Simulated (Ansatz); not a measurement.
**SiO₂ (singlet): the correlation ladder at a displaced geometry (v2), cc-pVDZ**

An exercise on one series of results from a longer session: the logs are not shown, and one member is left open.

Program: Ansatz 0.2.0, Gaussian basis. Level of theory: cc-pVDZ, core rule «outside noble gas», up to 7 orbitals frozen. These are calculated values, not measurements.

The runs, in order: UHF; CCSD(T) on RHF; BCCD(T) on RHF; CISD; CCSDT(Q) on RHF.

29 further runs of the same task are left out: 11 for a known fault of the program, 9 that didn't finish, 9 set aside as unsound or not needed.

## The system

The geometry is a PBE0/def2-TZVP stationary point (not a proven minimum) with its atoms shifted at random (size 0.100 Å).

3 atoms, charge 0, spin multiplicity 1.

Atoms are counted from 1 here; the program's logs count them from 0.

Bond lengths: Si1–O2 1.503 Å, Si1–O3 1.512 Å. Angles: O2–Si1–O3 170.3°.

Coordinates:

```
Si    0.0844    0.0052   -0.0050
O    -0.0805    0.0136   -1.4994
O    -0.0039   -0.0188    1.5044
```

Set-up of the first run:

The input, in.yaml:

```yaml
crystal:
  periodic: [false, false, false]
  atoms:
    - {symbol: Si, position_ang: [0.084376, 0.005225, -0.005002]}
    - {symbol: O, position_ang: [-0.080498, 0.013599, -1.499409]}
    - {symbol: O, position_ang: [-0.003878, -0.018825, 1.504411]}
basis:
  gaussian: {orbitals: cc-pVDZ}
magnetization: {spin_polarized: true, initial_magnetization: 0}
hamiltonian: {xc: hf}
output: {orbitals: {seedname: orbitals}}
```

Launch:

```console
$ ansatz run in.yaml --threads 1 --pin off --events-out ev --progress --plain --max-ram 2393MiB
```

Steps of the session up to this table: UHF; CCSD(T) on RHF; BCCD(T) on RHF; CISD; CCSDT(Q) on RHF.

One of the session's tables, all rows but one given; the rest of the session is left out.

| method | from RCCSDT(Q) (meV) |
| --- | --- |
| RHF | +13281.5 |
| RMP2 | +434.6 |
| CISD | +1951.5 |
| RCCSD | +604.8 |
| RCCSD(T) | +108.3 |
| BCCD(T) | +93.6 |
| RCCSDT | ? |
| RCCSDT(Q) | 0 |

Estimate the missing values for RCCSDT.

The run gave: from RCCSDT(Q) (meV): +86.0. In the column «from RCCSDT(Q) (meV)» it lies between RCCSDT(Q) (0) and BCCD(T) (+93.6).
